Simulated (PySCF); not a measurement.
**Isomerisation enthalpies of C3H6**

**What was measured.**

Active Thermochemical Tables 1.112 lists, for the gas at 298.15 K: enthalpy of formation of `C=CC` 20.37 ± 0.33 kJ/mol; enthalpy of formation of `C1CC1` (cyclopropane) 53.64 ± 0.52 kJ/mol.

How close the calculation comes is told at the end.

Differences of these values give the isomerisation enthalpies. Geometries: PBE0-D3(BJ)/def2-TZVP; runs in PySCF, gas phase, with a dispersion term only where the level names one. Total electronic energies (Eh):

```tsv
SMILES	PBE0-D3(BJ)/def2-TZVP	PBE0/pcSseg-2	CAM-B3LYP/aug-cc-pVTZ	PBE0/aug-cc-pVTZ
C=CC	-117.80044	-117.79828	-117.87666	-117.79607
C1CC1	-117.79430	-117.79233	-117.86510	-117.78996
```

Geometry of `C=CC` (Å):
```
atom  x, y, z in Å
C1     1.297    0.416   -0.235
C2     0.315   -0.118    0.477
C3    -1.098   -0.248    0.024
H4     1.119    0.807   -1.233
H5     2.308    0.483    0.149
H6     0.538   -0.499    1.472
H7    -1.778    0.274    0.705
H8    -1.235    0.161   -0.978
H9    -1.412   -1.296    0.013
```

Geometry of `C1CC1` (Å):
```
atom  x, y, z in Å
C1    -0.754   -0.602    0.011
C2     0.718   -0.387    0.175
C3    -0.156    0.736   -0.290
H4    -1.357   -0.700    0.905
H5    -1.090   -1.207   -0.822
H6     1.117   -0.340    1.180
H7     1.381   -0.847   -0.547
H8    -0.351    1.547    0.400
H9    -0.084    1.040   -1.327
```

Zero-point and thermal terms are left out, so the computed numbers are electronic energies.

## Comparison

Relative to `C=CC`, the lowest by measurement, in kJ/mol (measured: enthalpies at 298.15 K; computed: electronic energies):

```
SMILES  measured  PBE0-D3(BJ)/def2-TZVP  PBE0/pcSseg-2  CAM-B3LYP/aug-cc-pVTZ  PBE0/aug-cc-pVTZ
  C=CC       0.0                    0.0            0.0                    0.0               0.0
 C1CC1      33.3                   16.1           15.6                   30.3              16.0
```

Measured values: 20.37 kJ/mol (298.15 K; Active Thermochemical Tables 1.112) for the first row; the others come from the same table. Unsigned miss: CAM-B3LYP/aug-cc-pVTZ 3.0, PBE0-D3(BJ)/def2-TZVP 17.2, PBE0/aug-cc-pVTZ 17.3, PBE0/pcSseg-2 17.7 kJ/mol. Where a level misses, the cause wasn't examined.
